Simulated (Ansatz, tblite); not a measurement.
# [Te3]-: rung by rung

One table from this session's results is given with a row withheld; the runs are named, their logs left out.

Program: Ansatz 0.2.0, Gaussian basis. Level of theory: as each input shows. These are calculated values, not measurements.

Levels to be run: GFN1-xTB, GFN2-xTB, PBE-D4/def2-TZVPD, r2SCAN-D4/def2-TZVPD, LDA/def2-TZVPD, B97M-V/def2-TZVPD, HSE06-D4/def2-TZVPD, BLYP-D4/def2-TZVPD, r2SCANh-D4/def2-TZVPD, CAM-B3LYP-D4/def2-TZVPD, B3LYP-D4/def2-TZVPD, PBE-D4/def2-SVPD, PBE0-D4/def2-SVPD, CCSD(T)/def2-SVPD, MP2/def2-TZVPD, RPA/def2-TZVPD.

1 further run of the same task is left out (set aside as unsound or not needed). Runs told in other sessions of the task aren't counted.

## The structure

The doublet was relaxed beforehand with r2SCAN-D4/def2-SVPD.

3 atoms, charge -1, spin multiplicity 2.

Bond lengths: Te1–Te2 2.693 Å, Te2–Te3 2.693 Å. Angles: Te1–Te2–Te3 114.4°.

Te takes a core potential in the def2 sets. No spin-orbit coupling is included. The ion is computed in the gas phase, without counter-ions or solvent.

PBE0-D4/def2-TZVPD was run before; its log isn't repeated, and its numbers join the tables.

The first run:

Tight binding, by tblite at 300 K electronic temperature and without a spin-polarisation term:

```python
tblite.interface.Calculator('GFN1-xTB', numbers, positions, charge=-1, uhf=1).singlepoint()
```

Tight binding, by tblite at 300 K electronic temperature and without a spin-polarisation term:

```python
tblite.interface.Calculator('GFN2-xTB', numbers, positions, charge=-1, uhf=1).singlepoint()
```

start.molden holds the orbitals of an earlier run on this state, given as this run's starting guess.

Contents of in.yaml:

```yaml
crystal:
  periodic: [false, false, false]
  atoms:
    - {symbol: Te, position_ang: [-1.885757, -1.119350, -0.741982]}
    - {symbol: Te, position_ang: [0.304909, -0.571859, 0.724877]}
    - {symbol: Te, position_ang: [1.580858, 1.691209, 0.017116]}
basis:
  gaussian: {orbitals: def2-TZVPD, initial_orbitals: start.molden}
total_charge: -1
magnetization: {spin_polarized: true, initial_magnetization: 1}
hamiltonian: {xc: pbe, dispersion: d4}
scf: {omitted_lower_state_checks: [starts]}
output: {orbitals: {seedname: orbitals}}
```

The run is started by

```sh
$ ansatz run in.yaml --threads 4 --pin off --events-out ev --progress --plain --max-ram 3916MiB
```

Among the steps run: PBE-D4/def2-TZVPD; r2SCAN-D4/def2-TZVPD; LDA/def2-TZVPD; B97M-V/def2-TZVPD; HSE06-D4/def2-TZVPD; BLYP-D4/def2-TZVPD; r2SCANh-D4/def2-TZVPD; CAM-B3LYP-D4/def2-TZVPD; B3LYP-D4/def2-TZVPD; PBE-D4/def2-SVPD; PBE0-D4/def2-SVPD; CCSD(T)/def2-SVPD; MP2/def2-TZVPD; RPA/def2-TZVPD.

One of the session's tables, all rows but one given; the rest of the session is left out.

It belongs to the step «Levels side by side». 

```
                  level  HOMO (eV)  LUMO (eV)  gap (eV)
         LDA/def2-TZVPD      -0.55      -0.21      0.34
       PBE-D4/def2-SVPD          ?          ?         ?
      PBE-D4/def2-TZVPD      -0.45       0.02      0.48
     BLYP-D4/def2-TZVPD      -0.27       0.13      0.40
   r2SCAN-D4/def2-TZVPD      -0.70       0.03      0.73
      B97M-V/def2-TZVPD      -0.71       0.11      0.83
  r2SCANh-D4/def2-TZVPD      -1.06       0.21      1.27
    B3LYP-D4/def2-TZVPD      -1.19       0.33      1.52
      PBE0-D4/def2-SVPD      -1.43       0.43      1.86
     PBE0-D4/def2-TZVPD      -1.43       0.47      1.90
    HSE06-D4/def2-TZVPD      -1.05       0.13      1.18
CAM-B3LYP-D4/def2-TZVPD      -2.49       1.18      3.67
```

**Question.** Estimate the row for PBE-D4/def2-SVPD.

As computed: HOMO (eV): -0.44; LUMO (eV): 0.00; gap (eV): 0.45. In the column «HOMO (eV)» it lies between PBE-D4/def2-TZVPD (-0.45) and BLYP-D4/def2-TZVPD (-0.27).
